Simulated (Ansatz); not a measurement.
# C5H12S: basis-set convergence

One table from this session's results is given with a row withheld; the runs are named, their logs left out.

Method: one geometry, several basis sets; program: Ansatz 0.2.0, Gaussian basis.

Plan: PBE0-D4/def2-SVP; ωB97M-V/def2-SVP; PBE0-D4/def2-QZVPP; ωB97M-V/def2-QZVPP; the functionals' def2-TZVPP values are taken from earlier runs.

**The geometry**

All runs share one geometry, relaxed beforehand with PBE0-D4 in a triple-zeta def2 set.

18 atoms, charge 0, spin multiplicity 1.

Atoms are counted from 1 here; the program's logs count them from 0.

Bond lengths: C1–C2 1.517 Å, C1–H7 1.092 Å, C1–H8 1.092 Å, C1–H9 1.092 Å, C2–S3 1.807 Å, C2–H10 1.092 Å, C2–H11 1.092 Å, S3–C4 1.819 Å, C4–C5 1.519 Å, C4–C6 1.519 Å, C4–H12 1.096 Å, C5–H13 1.094 Å, C5–H14 1.091 Å, C5–H15 1.093 Å, C6–H16 1.093 Å, C6–H17 1.091 Å, C6–H18 1.094 Å. Angles: C2–C1–H7 110.3°, C2–C1–H8 111.1°, C2–C1–H9 111.1°, H7–C1–H8 108.1°, H7–C1–H9 108.2°, H8–C1–H9 108.0°, C1–C2–S3 108.8°, C1–C2–H10 110.2°, C1–C2–H11 110.2°, S3–C2–H10 109.7°, S3–C2–H11 109.7°, H10–C2–H11 108.2°, C2–S3–C4 103.0°, S3–C4–C5 112.8°, S3–C4–C6 112.8°, S3–C4–H12 101.2°, C5–C4–C6 112.2°, C5–C4–H12 108.5° and more.

As a file:

```xyz
18
C5H12S
C     1.0607   -0.1468    2.6726
C     0.5603    0.2372    1.2928
S    -0.1073   -1.2346    0.4853
C    -0.6186   -0.6104   -1.1453
C     0.5531   -0.1363   -1.9879
C    -1.7226    0.4294   -1.0588
H     1.4667    0.7282    3.1853
H     0.2533   -0.5547    3.2845
H     1.8486   -0.9003    2.6093
H    -0.2186    0.9991    1.3725
H     1.3784    0.6457    0.6951
H    -1.0299   -1.5180   -1.6005
H     0.2166    0.1127   -2.9989
H     1.3247   -0.9040   -2.0583
H     1.0052    0.7645   -1.5654
H    -1.3595    1.3543   -0.6040
H    -2.5629    0.0650   -0.4665
H    -2.0857    0.6804   -2.0601
```

Set-up of the first run:

File in.yaml:

```yaml
crystal:
  periodic: [false, false, false]
  atoms:
    - {symbol: C, position_ang: [1.060728, -0.146841, 2.672635]}
    - {symbol: C, position_ang: [0.560256, 0.237242, 1.292771]}
    - {symbol: S, position_ang: [-0.107333, -1.234602, 0.485251]}
    - {symbol: C, position_ang: [-0.618629, -0.610357, -1.145338]}
    - {symbol: C, position_ang: [0.553095, -0.136250, -1.987871]}
    - {symbol: C, position_ang: [-1.722628, 0.429403, -1.058846]}
    - {symbol: H, position_ang: [1.466699, 0.728218, 3.185326]}
    - {symbol: H, position_ang: [0.253269, -0.554658, 3.284521]}
    - {symbol: H, position_ang: [1.848609, -0.900348, 2.609335]}
    - {symbol: H, position_ang: [-0.218551, 0.999087, 1.372546]}
    - {symbol: H, position_ang: [1.378372, 0.645703, 0.695134]}
    - {symbol: H, position_ang: [-1.029923, -1.518036, -1.600463]}
    - {symbol: H, position_ang: [0.216613, 0.112713, -2.998908]}
    - {symbol: H, position_ang: [1.324654, -0.903982, -2.058293]}
    - {symbol: H, position_ang: [1.005152, 0.764521, -1.565392]}
    - {symbol: H, position_ang: [-1.359468, 1.354275, -0.603960]}
    - {symbol: H, position_ang: [-2.562927, 0.064980, -0.466462]}
    - {symbol: H, position_ang: [-2.085689, 0.680431, -2.060084]}
basis:
  gaussian: {orbitals: def2-SVP}
hamiltonian: {xc: pbe0, dispersion: d4}
output: {orbitals: {seedname: orbitals}}
```

On the command line:

```sh
$ ansatz run in.yaml --threads 2 --pin off --events-out ev --progress --plain --max-ram 32768MiB --backend cpu
```

Steps of the session up to this table: PBE0-D4 in def2-SVP; ωB97M-V in def2-SVP; PBE0-D4 in def2-QZVPP; ωB97M-V in def2-QZVPP.

One of the session's tables, all rows but one given; the rest of the session is left out.

It belongs to the step «Functionals by basis». 

```
functional       basis  HOMO (eV)  LUMO (eV)
   PBE0-D4    def2-SVP      -6.05       1.46
   PBE0-D4  def2-TZVPP      -6.15       0.88
   PBE0-D4  def2-QZVPP      -6.18       0.52
   ωB97M-V    def2-SVP          ?          ?
   ωB97M-V  def2-TZVPP      -8.40       2.45
   ωB97M-V  def2-QZVPP      -8.43       1.73
```

Estimate the missing values for ωB97M-V, def2-SVP.

The run gave: HOMO (eV): -8.28; LUMO (eV): 3.26. In the column «HOMO (eV)» it lies between ωB97M-V, def2-TZVPP (-8.40) and PBE0-D4, def2-QZVPP (-6.18).
